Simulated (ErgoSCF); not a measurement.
**One shape, several levels: MgNH3 (SMILES [NH2][MgH])**

Aim: a comparison of 6 runs (HF/STO-3G, HF/def2-SVP, B3LYP/6-31G*, B3LYP/cc-pVDZ, PBE0/def2-SVP, PBE0/6-311+G**) of MgNH3. 

Program for the calculation: ErgoSCF 3.8.

1 further run of the same task is left out (set aside as unsound or not needed).

## 1. The system as given

The species is MgNH3 (5 atoms), meant as a singlet with charge 0. As SMILES, `[NH2][MgH]`. Geometry: relaxed at PBE0-D4/def2-TZVP.

Bond lengths: N1–Mg2 1.888 Å, N1–H3 1.009 Å, N1–H4 1.009 Å, Mg2–H5 1.698 Å. Angles: N1–Mg2–H5 180.0°, Mg2–N1–H3 126.6°, Mg2–N1–H4 126.6°, H3–N1–H4 106.9°.

## 2. The energy at HF/STO-3G (run 1)

job.ego

```
# HF on H3MgN
set_nthreads(1)
molecule_inline
N  -0.35281187 -1.58000001 0.22808994
Mg 0.46827413 1.85041982 -0.31048200
H  -1.65029782 -2.60139698 -0.72659969
H  0.42216482 -2.74350439 1.52557590
H  1.20696808 4.93539772 -0.79462984
EOF
basis = "STO-3G"
tmpdir = "."
scf.output_mulliken_pop = 1
scf.use_diagonalization = 1
scf.max_number_of_iterations = 120
run "HF"
```

The basis set STO-3G is read from a file made from the Basis Set Exchange's data (not shown).

Run with:

```
$ ergo job.ego
```

The program printed:

```text
[...]
INSC SCF_general constructor, number of basis functions: 17
[...]
INSC Energy   1 =       -203.96937066182
[...]
INDE E_LUMO =          0.41880385706
[...]
INSC Energy  10 =       -252.56974401880  ( diff     -0.000000000004150 )
[...]
RESC CONVERGED after  10 iterations.
RESC FINAL ENERGY:       -252.56974401880
[...]
INSC SCF: dipole_moment_x [atomic units] =       0.01778807
INSC SCF: dipole_moment_y [atomic units] =       0.07445886
INSC SCF: dipole_moment_z [atomic units] =      -0.01183939
[...]
```

It took 0.72 s on 1 thread of Arm Neoverse V2, shared host; peak memory 0.26 GiB.

## 3. The energy at HF/def2-SVP (run 2)

ergo.in

```
set_nthreads(1)
molecule_inline
N     -0.35281187    -1.58000001     0.22808994
Mg     0.46827413     1.85041982    -0.31048200
H     -1.65029782    -2.60139698    -0.72659969
H      0.42216482    -2.74350439     1.52557590
H      1.20696808     4.93539772    -0.79462984
EOF
scf.max_number_of_iterations = 120
scf.output_mulliken_pop = 1
tmpdir = "."
basis = "def2-SVP"
scf.use_diagonalization = 1
spin_polarization = 0
run "HF"
```

The basis set def2-SVP is read from a file made from the Basis Set Exchange's data (not shown).

Run with:

```
$ ergo < ergo.in
```

The program printed:

```text
[...]
INSC SCF_general constructor, number of basis functions: 47
[...]
INSC Energy   1 =        -94.44447789400
[...]
INDE E_LUMO =          0.06126673058
[...]
INSC Energy  14 =       -255.68416367491  ( diff     -0.000000000006708 )
[...]
RESC CONVERGED after  14 iterations.
RESC FINAL ENERGY:       -255.68416367491
[...]
INSC SCF: dipole_moment_x [atomic units] =      -0.08640539
INSC SCF: dipole_moment_y [atomic units] =      -0.36082793
INSC SCF: dipole_moment_z [atomic units] =       0.05648810
[...]
```

It took 3.9 s on 1 thread of Arm Neoverse V2, shared host; peak memory 0.26 GiB.

Runs 3 to 5 aren't shown in full; the table further down has their settings and results.

## 4. A single-point energy at PBE0/6-311+G(d,p) (run 6)

run.inp

```
# H3MgN
set_nthreads(1)
molecule_inline
N     -0.35281187    -1.58000001     0.22808994
Mg     0.46827413     1.85041982    -0.31048200
H     -1.65029782    -2.60139698    -0.72659969
H      0.42216482    -2.74350439     1.52557590
H      1.20696808     4.93539772    -0.79462984
EOF
tmpdir = "."
scf.output_mulliken_pop = 1
basis = "6-311+G**"
XC.angint = 41
scf.use_diagonalization = 1
scf.max_number_of_iterations = 120
spin_polarization = 0
XC.sparse_mode = 0
XC.radint = 1e-11
run "PBE0"
```

The basis set 6-311+G** is read from a file made from the Basis Set Exchange's data (not shown).

Run with:

```
$ ergo run.inp
```

The program printed:

```text
[...]
INDF Weighted mixed functional:
[...]
INSC Energy   1 =       -107.97331466231
[...]
INDE E_LUMO =         -0.02433809912
[...]
INSC Energy  16 =       -256.47486055442  ( diff     -0.000000000000114 )
[...]
RESC CONVERGED after  16 iterations.
RESC FINAL ENERGY:       -256.47486055442
[...]
INSC SCF: dipole_moment_x [atomic units] =      -0.05729951
INSC SCF: dipole_moment_y [atomic units] =      -0.23925202
INSC SCF: dipole_moment_z [atomic units] =       0.03742308
[...]
```

Wall time 13 s (1 thread of Arm Neoverse V2, shared host); peak memory 0.26 GiB.

## 5. Overview of the runs

| run | level | integration grid | radint | energy (Eh) | dipole moment (D) | wall time |
| --- | --- | --- | --- | --- | --- | --- |
| 1 | HF/STO-3G | – | – | -252.569744 | 0.20 | 0.72 s |
| 2 | HF/def2-SVP | – | – | -255.684164 | 0.95 | 3.9 s |
| 3 | B3LYP/6-31G* (spherical functions) | Turbo | 1e-11 | -256.630072 | 1.20 | 6 s |
| 4 | B3LYP/cc-pVDZ | Turbo | 1e-11 | -256.650192 | 1.13 | 14 s |
| 5 | PBE0/def2-SVP | Turbo | 1e-11 | -256.340078 | 1.03 | 6.3 s |
| 6 | PBE0/6-311+G** | Turbo | 1e-11 | -256.474861 | 0.63 | 13 s |

## 6. Outcome

| quantity | value |
| --- | --- |
| run 6: total energy | -256.47486 Eh |
| run 6: dipole moment | 0.63 D |

**Reading.** The dipole moment (its size) runs from 0.20 D (HF/STO-3G) to 1.20 D (B3LYP/6-31G*). The two ends differ in method and basis. The two dipoles point in opposite directions. Totals of different functionals can't be ranked against each other. In run 1 the basis is minimal, so the values are rough. All runs together took 44 s, the longest 14 s.
